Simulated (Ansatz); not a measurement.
Reactions of C₆H₁₂, SMILES `CC(C)=C(C)C`.

Calculated with Ansatz (gas phase, PBE0-D4/def2-TZVP geometries, no zero-point term in ΔE). CBS: MP2 limit from def2 TZ/QZ plus the TZ coupled-cluster correction, frozen cores. This one scheme is used for every species, atoms too. Open shells (•) are unrestricted, without spin–orbit coupling. Spin–orbit coupling would lower the free atoms: a little for C. One conformer a species, not always the lowest.

Problem. Order these by ΔE at CCSD(T)/CBS, lowest first. (Estimate.)
A. `CC(C)=C(C)C` + H₂ → `CC=C(C)C` + CH₄
B. `CC(C)=C(C)C` → `C1CCCCC1`
C. `CC(C)=C(C)C` + `CNCO` → `CN(C)CO` + `CC=C(C)C`
D. `CC(C)=C(C)C` → 6 C• + 12 H•
E. `CC(C)=C(C)C` + `CC(C)CO` → `CC(C)C(C)O` + `CC=C(C)C`
F. `CC(C)=C(C)C` → `C=C(CC)CC`
G. `CC(C)=C(C)C` → `CC=C(C)C` + `[CH2]` (triplet)

Solution. A (-0.83 eV), B (-0.61 eV), E (-0.27 eV), F (-0.06 eV), C (+0.04 eV), G (+4.39 eV), D (+75.62 eV).

Largest T1 diagnostic: 0.011, for `[CH2]` (triplet).
